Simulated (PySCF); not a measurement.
NaLi⁺: energy against distance

Set-up: PySCF, no relativity, basis sets Na 3-21G, Li 3-21G. Energies in eV from Na⁺ + Li in their ground configurations at the same level. State: ²Σ⁺ (doublet), unpaired electrons σ ↑.

```json
{"R (Å)": "2.919", "PBE0": "-0.902", "M06": "-0.6965"}
{"R (Å)": "3.055", "PBE0": "-0.958", "M06": "-0.7688"}
{"R (Å)": "3.190", "PBE0": "-0.991", "M06": "-0.8183"}
{"R (Å)": "3.292", "PBE0": "-1.004", "M06": "-0.8421"}
{"R (Å)": "3.394", "PBE0": "-1.008", "M06": "-0.8572"}
{"R (Å)": "3.496", "PBE0": "-1.004", "M06": "-0.8650"}
{"R (Å)": "3.632", "PBE0": "-0.990", "M06": "-0.8659"}
{"R (Å)": "3.801", "PBE0": "-0.962", "M06": "-0.8553"}
{"R (Å)": "4.005", "PBE0": "-0.916", "M06": "-0.8306"}
{"R (Å)": "4.276", "PBE0": "-0.846", "M06": "-0.7847"}
```

Task: Put a parabola through the three lowest points of the PBE0 curve and estimate Re, k and ωe (reduced mass 5.376 u; 1 eV/Å² = 0.16022 mdyn/Å; ωe = 1302.8·√(k/μ) cm⁻¹).

Result: Through R = 3.292, 3.394, 3.496 Å the second-order coefficient is 0.384 eV/Å², so Re ≈ 3.394 Å, k ≈ 0.123 mdyn/Å and ωe ≈ 197 cm⁻¹. A polynomial fit of higher order to the unrounded PBE0 energies gives Re = 3.393 Å, k = 0.114 mdyn/Å, ωe = 190 cm⁻¹; anharmonicity and rounding make the difference.

The higher-order fit for each curve: PBE0: Re = 3.393 Å, ωe = 190 cm⁻¹, De = 1.01 eV; M06: Re = 3.575 Å, ωe = 161 cm⁻¹, De = 0.87 eV.

For an ion De counts to the pair picked by the measured ionisation energies or electron affinities, which need not be the lowest pair at this level. Counting both spins, an empty level lies below a filled one in some of these solutions, because spin and occupation are held. 3-21G is very small, so such numbers show the basis as much as the molecule. The state was picked by a PBE0 search and need not be the measured ground state.
